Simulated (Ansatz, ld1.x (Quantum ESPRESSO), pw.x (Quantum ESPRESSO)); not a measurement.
magnesium (diamond): variants of one PAW potential in the solid

```
Element                 : magnesium (Mg)
Generator               : ld1.x (Quantum ESPRESSO) 7.5
Type                    : PAW
Functional              : LDA (PW92)
Relativity              : scalar-relativistic
Frozen core             : [Ne]
Valence charge          : 2
Reference configuration : 3s2 3p0
Partial waves           : 3s (bound): rcut 1.85, rcutus 2.55 bohr; 3s channel at 0.45 Ry: rcut 1.85, rcutus 2.55 bohr; 3p (bound, empty): rcut 1.90, rcutus 2.55 bohr; 3p channel at 0.25 Ry: rcut 1.90, rcutus 2.55 bohr; 3d channel at 0.45 Ry: rcut 1.85, rcutus 2.40 bohr
Local potential         : all-electron potential smoothed inside 2.10 bohr (lloc = -1)
Core correction         : Bessel-smoothed model core inside 1.55 bohr
Augmentation charge     : PSQ, inside the norm-conserving radii
```

Crystal test: diamond Mg in pw.x 7.5, no spin, 8³ k-points, Fermi–Dirac smearing 0.01 Ry, cutoffs set for each file from its atomic test. The reference is all-electron LAPW (Ansatz 0.2.0) with the same functional, mesh and smearing; V0 and B0 come from Birch–Murnaghan fits to the pressures at five volumes. Errors are pseudo minus all-electron; Δ is the rms difference of the E(V) curves that follow from these fits, minima aligned, over ±6 % about the mean V0. Mesh and smearing are coarse, so the numbers serve the comparison and aren't converged zero-temperature values; the lattice is a test structure that the element need not adopt.

All-electron: a0 = 6.700 Å (V0 = 37.60 Å³/atom), B0 = 12.5 GPa.

1 further variants are left out: they gave no file fit for a test, a broken result, the same result as the base, or pressures whose basis-set error rivals the error shown.

| change | cutoffs (Ry) | pw.x | a0 (Å) | a0 error (%) | B0 error (%) | Δ (meV/atom) | mean pressure error (GPa) |
| --- | --- | --- | --- | --- | --- | --- | --- |
| base | 40/320 | converged | 6.705 | +0.07 | +0.6 | 0.2 | +0.03 |
| reference 3s0.5 3p0; added wave 3d channel at 2.15 Ry: rcut 1.85, rcutus 2.40 bohr | 40/320 | converged | 6.725 | +0.36 | -0.8 | 1.1 | +0.14 |
| local potential all-electron potential smoothed inside 2.24 bohr (lloc = -1) | 40/320 | converged | 6.706 | +0.08 | +0.6 | 0.2 | +0.03 |
| local potential all-electron potential smoothed inside 1.95 bohr (lloc = -1) | 40/320 | converged | 6.705 | +0.07 | +0.5 | 0.2 | +0.03 |

Q: Give the row for: type ultrasoft; waves now 3s (bound): rcut 1.85, rcutus 2.55 bohr; 3s channel at 0.45 Ry: rcut 1.85, rcutus 2.55 bohr; 3p (bound): rcut 1.90, rcutus 2.55 bohr; 3p channel at 0.25 Ry: rcut 1.90, rcutus 2.55 bohr; 3d channel at 0.45 Ry: rcut 1.85, rcutus 2.40 bohr; 3d channel at 0.65 Ry: rcut 1.85, rcutus 2.40 bohr; local potential all-electron potential smoothed inside 2.45 bohr (lloc = -1); augmentation built from norm-conserving waves at rcut, not smoothed further.

A: pw.x: converged; mean pressure error (GPa): -0.00; a0 (Å): 6.700; a0 error (%): -0.01; B0 error (%): +0.1; Δ (meV/atom): 0.0.
